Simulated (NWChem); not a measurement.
phosphine (H$_{3}$P)

```
P
H 1 1.4287
H 1 1.4287 2 92.92
H 1 1.4287 2 92.92 3 -93.08
```
Charge 0, spin multiplicity 1.

Program: NWChem. Structure: optimised with PBE0/def2-SVP, a minimum by its harmonic frequencies.

The correlated methods keep 5 core orbitals frozen. The stability of the SCF solutions was not checked. Open-shell Hartree-Fock references start from PBE0 orbitals.

Worked example. At CCSD(T)/def2-TZVPD the parent has a total energy of -342.68060 Ha and the doublet with one electron less, at the same geometry, -342.29382 Ha. The vertical ionisation energy is their difference.

ΔE = -342.29382 − (-342.68060) = 0.38678 Ha. Times 27.2114 eV/Ha this is 10.52 eV, or 1015 kJ/mol; λ = 1239.84/10.52 = 117.8 nm. No relaxation of the ion's geometry and no zero-point term enter.
